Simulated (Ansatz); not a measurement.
Diamond-structure Si, treated with r²SCAN+rVV10 in Ansatz (PAW).

Settings: plane-wave cutoff 600 eV, 12×12×12 k mesh, finite displacements, scalar-relativistic PAW data made under PBE.

Cell (relaxed at this level):

```cif
data_Si2
_chemical_formula_sum 'Si2'
_space_group_name_H-M_alt 'P 1'
_space_group_IT_number 1
_cell_length_a 3.84349
_cell_length_b 3.84349
_cell_length_c 3.84349
_cell_angle_alpha 60.000
_cell_angle_beta 60.000
_cell_angle_gamma 60.000
loop_
_space_group_symop_operation_xyz
  'x, y, z'
loop_
_atom_site_label
_atom_site_type_symbol
_atom_site_fract_x
_atom_site_fract_y
_atom_site_fract_z
_atom_site_occupancy
Si1 Si 0.50000 0.50000 0.50000 1
Si2 Si 0.75000 0.75000 0.75000 1
```

Task: Estimate the zone-centre TO phonon frequency that the calculation returns.

Result: 
- zone-centre TO phonon frequency: 520 cm⁻¹

Measured, for comparison: zone-centre TO phonon frequency 525 cm⁻¹ (low temperature, zero-point motion not removed; as tabulated in Tanner et al. (2021), arXiv:2110.11888). Computed (rounded) less measured: zone-centre TO phonon frequency -1.0 %.

It cost around 8 core-minutes (rough) of CPU time.

Ansatz is a first-principles code.
